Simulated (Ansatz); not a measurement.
# BH₂S (quartet): the correlation ladder, def2-QZVPP

An exercise on one series of results from a longer session: the logs are not shown, and one member is left open.

Method: def2-QZVPP, core rule «outside noble gas», up to 6 orbitals frozen; program: Ansatz 0.2.0, Gaussian basis.

The runs, in order: UHF; ROHF; CCSD(T) on UHF.

2 further runs of the same task are left out: 2 set aside as unsound or not needed.

### The geometry

The geometry is a PBE0/def2-TZVP stationary point (not a proven minimum) of the parent state, kept for this charge and spin.

4 atoms, charge 0, spin multiplicity 4.

Atoms are counted from 1 here; the program's logs count them from 0.

Bond lengths: B1–S2 1.742 Å, B1–H3 1.189 Å, S2–H4 1.348 Å. Angles: S2–B1–H3 125.0°, B1–S2–H4 99.6°.

Coordinates:

```xyz
4
BH2S
B     0.00000   -0.24796    1.24866
S     0.00000    0.10202   -0.45771
H     0.00000    0.56947    2.11252
H     0.00000   -1.15532   -0.94470
```

Set-up of the first run:

Contents of in.yaml:

```yaml
crystal:
  periodic: [false, false, false]
  atoms:
    - {symbol: B, position_ang: [0.000000, -0.247959, 1.248665]}
    - {symbol: S, position_ang: [0.000000, 0.102017, -0.457708]}
    - {symbol: H, position_ang: [0.000000, 0.569475, 2.112516]}
    - {symbol: H, position_ang: [0.000000, -1.155317, -0.944703]}
basis:
  gaussian: {orbitals: "def2-QZVPP.json"}
magnetization: {spin_polarized: true, initial_magnetization: 3}
hamiltonian: {xc: hf}
output: {orbitals: {seedname: orbitals}}
```

Started as:

```bash
ansatz run in.yaml --threads 1 --pin off --events-out ev --progress --plain --max-ram 2393MiB
```

Among the steps run: UHF; ROHF; CCSD(T) on UHF.

One table of the session follows, with a row left open; its other results are not shown here.

| method | from UCCSD(T) (meV) |
| --- | --- |
| ROHF | ? |
| UHF | +7882.7 |
| UMP2 | +1220.6 |
| UCCSD | +314.0 |
| UCCSD(T) | 0 |

Q: Estimate the row for ROHF from the others.

The run gave: from UCCSD(T) (meV): +8140.3. In the column «from UCCSD(T) (meV)» it is the highest.
